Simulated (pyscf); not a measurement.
Routes from `[CH3][CH]=[CH][OH]`

Candidate steps break at most two bonds and form at most two. Each was searched with GFN2-xTB (tblite) first. Optimised with ωB97X-D3(BJ)/def2-SVP in PySCF. MP2 and CC: frozen core, UHF for open shells. ΔMP2 is the change of the MP2 total energy from the triple- to the quadruple-zeta basis. Energies: CCSD(T)/def2-TZVPP + ΔMP2(QZVPP), kJ/mol, from the reactant's lowest minimum found, singlet surface; ΔG‡ with ideal gas, 1 atm, RRHO with modes under 100 cm⁻¹ raised to 100, one conformer, R ln 2 for chiral ones without a mode under 150 cm⁻¹.

```json
[
 {"products": "HC≡C–CH₃ + H₂O", "type": "elimination", "ΔE‡": "347.4", "ΔE": "+107.7", "ΔG‡ 298 K": "327.9", "ΔG‡ 900 K": "322.5", "ν‡ (cm⁻¹)": "821i"},
 {"products": "HC≡CH + H₃C–OH", "type": "elimination", "ΔE‡": "498.5", "ΔE": "+189.6", "ΔG‡ 298 K": "483.4", "ΔG‡ 900 K": "479.8", "ν‡ (cm⁻¹)": "728i"}
]
```

Row 1: On the reactant side the descent ends in a point that may be a rotor saddle (no frequency run), 5.8 kJ/mol over the lowest minimum found and 349.7 kJ/mol under the saddle at ωB97X-D3(BJ)/def2-TZVP. 

Plain bond fissions and candidates not yet searched are not listed, and one of them may be faster. Each barrier is that of the saddle found; lower ones may exist. The CCSD(T) − MP2 part came from Ansatz, without density fitting, on the same reference. The largest closed-shell T1 diagnostic is 0.033, which may signal static correlation.
